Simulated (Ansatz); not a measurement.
Basis-set series for C₂H₅NOS (`C/N=C(/O)S`). Total charge 0; spin multiplicity 1. The geometry is a stationary point of PBE0-D4/def2-TZVP. It is one conformer, not always the lowest.

| functional | basis | functions | energy (Eh) | HOMO (eV) | LUMO (eV) |
| --- | --- | --- | --- | --- | --- |
| PBE0-D4 | def2-SVP | 99 | -606.72811 | -7.15 | 0.69 |
| PBE0-D4 | def2-QZVPP | 448 | -607.13230 | -7.33 | 0.27 |
| ωB97M-V | def2-SVP | 99 | -606.98918 | -9.31 | 2.89 |
| ωB97M-V | def2-QZVPP | 448 | -607.40010 | -9.52 | 1.68 |

Question: Give the rows for def2-TZVPP. (Best estimate.)

Answer: The calculation gave: 
| functional | basis | functions | energy (Eh) | HOMO (eV) | LUMO (eV) |
| --- | --- | --- | --- | --- | --- |
| PBE0-D4 | def2-TZVPP | 236 | -607.10854 | -7.29 | 0.38 |
| ωB97M-V | def2-TZVPP | 236 | -607.37735 | -9.48 | 2.30 |

Positive LUMOs are unbound and depend on the basis.

All numbers were calculated with Ansatz.
